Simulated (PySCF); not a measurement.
Al(F)3 anion (AlF3), SMILES [Al]([F])([F])[F] (connectivity only; charge and spin as stated), charge -1, multiplicity 2. Atoms are numbered in the order given.

```xyz
4

Al     0.0000     0.0000     0.0000
F     -1.7230     0.0000     0.0000
F      0.8615    -1.4921     0.0000
F      0.8615     1.4921     0.0000
```
Charge -1, spin multiplicity 2.

Geometry: TPSSh-D3(BJ)/def2-SVPD. The geometry has at least one imaginary mode, so it is a saddle point at that level. The multiplicity is an assumed one; other spin states were not compared. The isomer is the one that the SMILES or the coordinates give; other isomers of the formula were not compared.

Computed with PBE0/def2-TZVPD (PySCF).

Gas-phase values at a fixed geometry. A positive occupied level means that this level leaves the electron formally unbound; only the finite basis holds it.

The total energy is -541.94419 hartree. The point group is D3h, the α spin, highest occupied and lowest empty level is 1.02 and 3.71 eV and the β spin, highest occupied and lowest empty level is -6.00 and 3.05 eV. The dipole moment about the centre of nuclear charge is 0.00 D and the mean static polarisability is 123.3 bohr³ (18.27 Å³). The polarisability, principal values comes out as 101.6, 101.6, 166.6 bohr³ and the ⟨S²⟩ is 0.752 (pure state 0.75).
